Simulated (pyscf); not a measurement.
## Routes from HO–SiH₂• (SMILES O[SiH2]) + H₂ (SMILES [H][H])

Candidate steps break at most two bonds and form at most two. Each was searched with GFN2-xTB (tblite) first. Optimised with ωB97X-D3(BJ)/def2-SVP in PySCF. Energies: ωB97M-D3(BJ)/def2-TZVP, kcal/mol, from the separated reactants, doublet surface; ΔG‡ with ideal gas, 1 atm, RRHO with modes under 100 cm⁻¹ raised to 100, one conformer, R ln 2 for chiral ones without a mode under 150 cm⁻¹.

```json
[
 {"products": "HO–SiH₃ + H•", "type": "hydrogen abstraction", "ΔE‡": "15.3", "ΔE": "+10.4", "ΔG‡ 298 K": "20.5", "ΔG‡ 900 K": "35.8", "ν‡ (cm⁻¹)": "975i"},
 {"products": "SiH₃• + H₂O", "type": "four-centre exchange", "ΔE‡": "44.2", "ΔE": "+14.7", "ΔG‡ 298 K": "52.7", "ΔG‡ 900 K": "71.2", "ν‡ (cm⁻¹)": "1460i"}
]
```

Plain bond fissions and candidates not yet searched are not listed, and one of them may be faster. Each barrier is that of the saddle found; lower ones may exist.
